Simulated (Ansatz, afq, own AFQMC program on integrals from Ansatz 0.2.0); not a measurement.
# Si$_{2}$H$_{2}$, singlet: AFQMC among the cluster methods

```xyz
4

Si    0.0000    0.0571    0.8958
Si    0.0000   -0.0041   -0.9755
H     0.0000   -0.3402    2.1653
H     0.0000   -1.1358    0.0555
```

Connectivity, by distances: SiH–Si, 1 bridging H.

Basis cc-pVDZ. Noble-gas cores (and the filled d shells of Ga–Kr and In–Xe) are frozen. AFQMC by an in-house program on the Cholesky factors that Ansatz 0.2.0 writes for its CCSD(T) run. ph-AFQMC/CISD is guided by a CISD state made of CCSD amplitudes; releasing the constraint for a short imaginary time cuts its bias at the price of noise, slowly where states lie close. Uncertainties: one standard error, sampling alone.

Determinant: RHF, the one that the program's search chose, which needn't be the lowest solution. The geometry is a point of a scan.

No full CI on the walks' own integrals is used here; CCSDT(Q) serves as the reference and is uncertain by about the last step of the cluster series.

Cautions: the released energies move by 1.5 errors or more from one time to the next, so no released level is given (meV from the phaseless value at times in 1/Eh: 4 ± 13 at 0.24, 4 ± 12 at 0.51, 6 ± 14 at 0.99, 8 ± 14 at 1.62, -32 ± 15 at 2.40).

```
T1 diagnostic                               : 0.0169
weight of the determinant in the CISD state : 0.858
size of the correlated space                : 10 electrons in 36 orbitals
```

| level | correlation energy (eV) |
| --- | --- |
| MP2 | -4.9732 |
| CCSD | -5.8461 |
| CCSD(T) | -6.0981 |

Question: Estimate where phaseless AFQMC with a CISD trial lies against CCSD(T) on the same integrals.

Answer: 4.5 ± 1.2 kJ/mol below CCSD(T).

Reference: CCSDT(Q), correlation energy -6.147 eV.

```json
{"level": "CCSD(T)", "E − E(reference) (kJ/mol)": "4.7", "share of correlation (%)": "99.21"}
{"level": "CCSDT", "E − E(reference) (kJ/mol)": "1.8", "share of correlation (%)": "99.70"}
{"level": "ph-AFQMC/HF", "E − E(reference) (kJ/mol)": "-12.2 ± 7.7", "share of correlation (%)": "102.06"}
{"level": "ph-AFQMC/CISD", "E − E(reference) (kJ/mol)": "0.2 ± 1.2", "share of correlation (%)": "99.97"}
```

A walk keeps the symmetry of its determinant, which the program's search chose and which needn't be the lowest solution, so a lower state of the same spin and another symmetry isn't excluded.
